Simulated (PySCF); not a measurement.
One molecule, a ladder of functionals, a line

Molecule: `C/C=C(\C)F`, C$_{4}$H$_{7}$F.

Atoms are numbered as in `[CH3:1]/[CH:2]=[C:3](\[CH3:4])[F:5]`. Hydrogens are named by the atom that carries them.

GIAO shieldings (ppm, equivalent atoms averaged) in PySCF on the PBE0-D3(BJ)/def2-SVP geometry, basis pcSseg-2, gas phase, non-relativistic:

```tsv
functional	exact exchange (%)	σ(C1)	σ(F5)
BLYP	0	159.8	251.0
BP86	0	164.1	250.5
PBE	0	164.5	248.0
B3LYP	20	164.9	270.4
PBE0	25	170.2	272.2
BHandHLYP	50	171.0	295.5
HF	100	179.3	329.5
```

Q: Fit each shielding as a line in the percentage of exact exchange.

A: σ(C1) = 163.1 + 0.16 x (rms 1.9 ppm); σ(F5) = 251.4 + 0.81 x (rms 2.4 ppm). The functionals also differ in their semilocal parts, which the line can't hold; Hartree–Fock has no correlation at all.

Q: What does the line predict for mPW1PW91 (25 %), and what does the run give?

A: σ(C1): 167.1 predicted, 169.3 computed; σ(F5): 271.6 predicted, 273.1 computed ppm.
